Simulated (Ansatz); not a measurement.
SiC (zinc blende): values from a third-order Birch-Murnaghan fit to a volume scan beside measured ones. Computed values: r2SCAN (plane waves to 500 eV, PAW, scalar-relativistic; Ansatz, a program for electronic structure). SiC was relaxed with its symmetry unable to fall.

```json
[
 {"quantity": "Lattice constant a (Å)", "reference": "4.346", "kind": "measured, corrected to the static lattice"},
 {"quantity": "Bulk modulus B₀ (GPa)", "reference": "229.1", "kind": "measured, corrected to the static lattice"}
]
```

References as given in: Daniel Mejia-Rodriguez, S. B. Trickey, Physical Review B (2018), arXiv:1807.09216.

Q: What does r2SCAN give, and how far is that from the reference?

A: 
```csv
quantity,r2SCAN,difference
Lattice constant a (Å),4.356,+0.2 %
Bulk modulus B₀ (GPa),227,-0.8 %
```

For the lattice constant a it lies within 0.3 % of the reference. For the bulk modulus B₀ it lies within 5 % of the reference.

(Under strain, the slope of the energy per volume gives the stress and its curvature an elastic modulus.)
